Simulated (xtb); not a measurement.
# GFN2-xTB run of CH6NSi (SMILES C[N][SiH3])

Wanted: ionisation and attachment energies of CH6NSi. Input form: a Python script.

The results are computed with xtb 6.7.1.

2 further runs of the same task are left out: 1 that didn't finish, 1 set aside as unsound or not needed.

## Step 1: The molecule

CH6NSi has 9 atoms, charge 0, and is taken as a doublet. As SMILES, `C[N][SiH3]`. The shape is built from the SMILES string.

Bond lengths: C1–N2 1.455 Å, N2–Si3 1.755 Å, C1–H4 1.097 Å, C1–H5 1.098 Å, C1–H6 1.098 Å, Si3–H7 1.485 Å, Si3–H8 1.486 Å, Si3–H9 1.486 Å. Some angles: C1–N2–Si3 113.4°, N2–C1–H4 110.2°, N2–C1–H5 113.5°, N2–C1–H6 113.5°, N2–Si3–H7 109.3°, N2–Si3–H8 109.9°, N2–Si3–H9 109.9°, H4–C1–H5 105.7°, H4–C1–H6 105.7°, H5–C1–H6 107.8°.

## Step 2: Ionisation and attachment energies at GFN2-xTB

embedded.xyz reads:

```xyz
9

C     -1.304967   -0.353147   -0.090616
N     -0.391016    0.694411   -0.521366
Si     1.259270    0.445581    0.022719
H     -2.318124   -0.146594   -0.457858
H     -1.045339   -1.346466   -0.478856
H     -1.395278   -0.432903    1.000394
H      2.110662    1.560849   -0.464645
H      1.302882    0.414409    1.507554
H      1.781911   -0.836141   -0.517325
```

run_xtb.py reads:

```python
import subprocess
from rdkit import Chem
from rdkit.Chem import AllChem

molecule = Chem.AddHs(Chem.MolFromSmiles("C[N][SiH3]"))
AllChem.EmbedMolecule(molecule, randomSeed=675)
AllChem.MMFFOptimizeMolecule(molecule)
Chem.MolToXYZFile(molecule, "embedded.xyz")
run = subprocess.run(["xtb", "embedded.xyz", "-c", "0", "-u", "1", "--gfn2", "--vomega"], capture_output=True, text=True)
print(run.stdout)
```

Launch:

```bash
$ python run_xtb.py
```

Q: Predict the results. Wanted: total energy; dispersion energy; vertical ionisation energy; vertical electron affinity.

Answer, from the run:

At GFN2-xTB:

```
                                  quantity          value
                              total energy    -9.78037 Eh
                         dispersion energy  -10.74 kJ/mol
vertical ionisation energy (program's own)        8.71 eV
vertical electron affinity (program's own)        1.56 eV
```
